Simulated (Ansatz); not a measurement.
Calculated with Ansatz (gas phase, PBE0-D4/def2-TZVP geometries, no zero-point term in ΔE). CCSD(T)/CBS is the MP2 limit (def2-TZVPP, def2-QZVPP) plus CCSD(T) − MP2 in def2-TZVPP, frozen cores. This one scheme is used for every species. Functionals use def2-TZVPP. HSE06 is defined as in plane-wave codes. Each species was taken in one conformer, which may not be the lowest.

Reaction (substitution at a C–C bond): `CCC1=NC1` + H₂S → `SC1=NC1` + `CC`

`CCC1=NC1`:

```xyz
12

C    -0.595    1.040    1.064
C     0.266   -0.211    0.932
C     0.575   -0.520   -0.473
N     1.536   -0.710   -1.246
C     0.125   -0.776   -1.823
H    -1.529    0.933    0.510
H    -0.072    1.917    0.679
H    -0.840    1.224    2.111
H     1.206   -0.108    1.481
H    -0.268   -1.071    1.352
H    -0.170    0.042   -2.476
H    -0.236   -1.760   -2.112
```

H₂S:

Z-matrix (Å, degrees):
```
S
H 1 1.341
H 1 1.341 2 92.3
```

`SC1=NC1`:

Z-matrix (Å, degrees):
```
C
C 1 1.440
N 1 1.523 2 49.9
H 1 1.087 2 120.2 3 -101.1
H 1 1.087 2 120.2 3 101.0
S 2 1.710 1 151.7 3 -180.0
H 6 1.342 2 95.2 1 -0.0
```

`CC`:

Cartesian coordinates in Å:
```
C -0.451 0.464 -0.397
C 0.451 -0.464 0.397
H -1.413 0.608 0.100
H 0.004 1.450 -0.523
H -0.653 0.066 -1.395
H 1.413 -0.608 -0.100
H -0.004 -1.450 0.523
H 0.653 -0.066 1.395
```

```tsv
level	ΔE (eV)
r2SCAN-D4	0.03
HSE06-D4	0.08
PBE	-0.01
MP2/def2-TZVPP	0.12
```

Q: What does CCSD(T)/CBS give? (Estimate.)

A: Computed: +0.15 eV. The listed levels differ from it by -0.12, -0.07, -0.16, -0.03 eV.

Largest T1 diagnostic among the species: 0.013.

In def2-TZVPP, CCSD(T) changes the Hartree–Fock value by −0.06 eV (the triples alone add −0.03 eV) and MP2 by −0.11 eV. Leaving LDA and LC-ωPBE aside and taking each functional with its dispersion term where it has one, the values, not all of them listed here, spread over 0.14 eV, from revPBE-D4 to BHLYP-D4. LDA lies +0.06 eV from PBE without D4.
